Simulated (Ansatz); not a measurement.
Geometry optimisation of C₂H₄OS₂ (`CSC(O)=S`).

```yaml
crystal:
  periodic: [false, false, false]
  atoms:
    - {symbol: C, position_ang: [-0.252972, 0.495704, 1.432769]}
    - {symbol: S, position_ang: [1.001602, 0.007938, 0.223884]}
    - {symbol: C, position_ang: [-0.002830, -0.402044, -1.193769]}
    - {symbol: O, position_ang: [0.751118, -0.809749, -2.234646]}
    - {symbol: S, position_ang: [-1.637580, -0.317566, -1.286874]}
    - {symbol: H, position_ang: [-0.931149, -0.355097, 1.637531]}
    - {symbol: H, position_ang: [0.299357, 0.787302, 2.347797]}
    - {symbol: H, position_ang: [-0.840826, 1.347071, 1.038591]}
    - {symbol: H, position_ang: [1.701780, -0.799760, -1.982383]}
basis:
  gaussian: {orbitals: def2-TZVP}
hamiltonian: {xc: pbe0, dispersion: d4}
relax: {f_tol: 0.005, max_steps: 150}
```

```sh
$ ansatz run in.yaml --threads 4 --pin off --events-out ev --progress --plain --max-ram 10444MiB
```

It prints (some lines left out):

```
Functional definition: PBE0
mean field -25846.90225399 eV, -949.8561381745 hartree, gradient 3.6e-5 eV, S^2 0.000000; 0 other end points of the search recorded, 0 dependent functions left out
relax step   1: F+E_penalty+E_count = -25847.10127869 eV  Δ(F+E_penalty+E_count) = +0.000e0 eV  max|allowed force component| = 8.980e-1 eV/Å  Δτ_max = 0.0000 Å  (30 SCF iters, accepted)
mean field -25846.94734029 eV, -949.8577950654 hartree, gradient 1.1e-5 eV, S^2 0.000000; 0 other end points of the search recorded, 0 dependent functions left out
relax step   2: F+E_penalty+E_count = -25847.14719164 eV  Δ(F+E_penalty+E_count) = -4.591e-2 eV  max|allowed force component| = 4.187e-1 eV/Å  Δτ_max = 0.0225 Å  (34 SCF iters, accepted)
mean field -25846.95246750 eV, -949.8579834869 hartree, gradient 1.1e-5 eV, S^2 0.000000; 0 other end points of the search recorded, 0 dependent functions left out
relax step   3: F+E_penalty+E_count = -25847.15283241 eV  Δ(F+E_penalty+E_count) = -5.641e-3 eV  max|allowed force component| = 2.583e-1 eV/Å  Δτ_max = 0.0202 Å  (35 SCF iters, accepted)
mean field -25846.95365496 eV, -949.8580271253 hartree, gradient 2.6e-5 eV, S^2 0.000000; 0 other end points of the search recorded, 0 dependent functions left out
relax step   4: F+E_penalty+E_count = -25847.15416055 eV  Δ(F+E_penalty+E_count) = -1.328e-3 eV  max|allowed force component| = 1.908e-1 eV/Å  Δτ_max = 0.0330 Å  (34 SCF iters, accepted)
mean field -25846.95636862 eV, -949.8581268503 hartree, gradient 1.1e-5 eV, S^2 0.000000; 0 other end points of the search recorded, 0 dependent functions left out
relax step   5: F+E_penalty+E_count = -25847.15680117 eV  Δ(F+E_penalty+E_count) = -2.641e-3 eV  max|allowed force component| = 3.278e-2 eV/Å  Δτ_max = 0.0121 Å  (35 SCF iters, accepted)
mean field -25846.95659111 eV, -949.8581350269 hartree, gradient 1.0e-5 eV, S^2 0.000000; 0 other end points of the search recorded, 0 dependent functions left out
relax step   6: F+E_penalty+E_count = -25847.15692336 eV  Δ(F+E_penalty+E_count) = -1.222e-4 eV  max|allowed force component| = 7.907e-3 eV/Å  Δτ_max = 0.0051 Å  (36 SCF iters, accepted)
mean field -25846.95658206 eV, -949.8581346945 hartree, gradient 1.0e-5 eV, S^2 0.000000; 0 other end points of the search recorded, 0 dependent functions left out
relax step   7: F+E_penalty+E_count = -25847.15692830 eV  Δ(F+E_penalty+E_count) = -4.935e-6 eV  max|allowed force component| = 1.850e-3 eV/Å  Δτ_max = 0.0012 Å  (36 SCF iters, accepted)
mean field -25846.95658206 eV, -949.8581346945 hartree, gradient 1.0e-5 eV, S^2 0.000000; 1 other end points of the search recorded, 0 dependent functions left out
Total energy: -25847.15695474 eV, -949.8654982544 hartree
Atom 0 at    -0.254891     0.494352     1.418622 Å, force    -0.001618    -0.000084    -0.000839 eV/Å
Atom 1 at     0.973467     0.006475     0.217456 Å, force    -0.000663    -0.000010    -0.000494 eV/Å
Atom 2 at    -0.001182    -0.402962    -1.176166 Å, force     0.001850    -0.000226    -0.000172 eV/Å
Atom 3 at     0.749843    -0.802274    -2.207589 Å, force     0.000161    -0.000120    -0.000088 eV/Å
Atom 4 at    -1.616849    -0.332238    -1.279226 Å, force    -0.000656     0.000197     0.000636 eV/Å
Atom 5 at    -0.929317    -0.335982     1.621293 Å, force     0.000238    -0.000003     0.000083 eV/Å
Atom 6 at     0.298666     0.765275     2.318712 Å, force     0.000504     0.000154     0.000905 eV/Å
Atom 7 at    -0.821119     1.347268     1.048070 Å, force     0.000451     0.000057     0.000141 eV/Å
Atom 8 at     1.689883    -0.786115    -1.978273 Å, force    -0.000267     0.000034    -0.000173 eV/Å
Dipole moment:     0.509757     0.123759     0.463089 e Å
```

It took 11 s on 4 threads of an AMD EPYC 9R45 on a shared host, with 0.5 GiB of host memory at the peak.
